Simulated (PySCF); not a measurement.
## Vibration and rotation of LiP⁺

UHF-CCSD(T) constants of LiP⁺, ⁴Σ⁻ (quartet), unpaired electrons σ ↑, π ↑↑ (PySCF, no relativity, basis sets Li 6-31G(d,p), P 6-31G(d,p); masses 7.0160 and 30.9738 u):

| Quantity | Value |
| --- | --- |
| ωe | 273.6 cm⁻¹ |
| ωexe | 5.07 cm⁻¹ |
| Be | 0.41796 cm⁻¹ |
| αe | 0.00913 cm⁻¹ |
| De to Li⁺ + P | 0.420 eV |

**Question.** What force constant and bond length do these constants imply?

**Answer.** Reduced mass μred = 5.7203 u; k = 5.8918×10⁻⁷·μred·ωe² (u, cm⁻¹, mdyn/Å) = 0.252 mdyn/Å; Re = √(16.8576/(μred·Be)) (u, cm⁻¹, Å) = 2.655 Å.

**Question.** Estimate the centrifugal constant D from the Kratzer relation and find the Dunham coefficient a1.

**Answer.** D = 4Be³/ωe² = 3.9e-06 cm⁻¹; a1 = −1 − αeωe/(6Be²) = -3.38.

Correlated steps freeze 5 core orbitals. Correlated levels converge slowly with the basis: in double zeta they bind strong bonds too weakly, by up to about 1 eV, and carry superposition errors of some tenths. For an ion De counts to the pair picked by the measured ionisation energies or electron affinities, which need not be the lowest pair at this level. The state was picked by a PBE0 search and need not be the measured ground state.
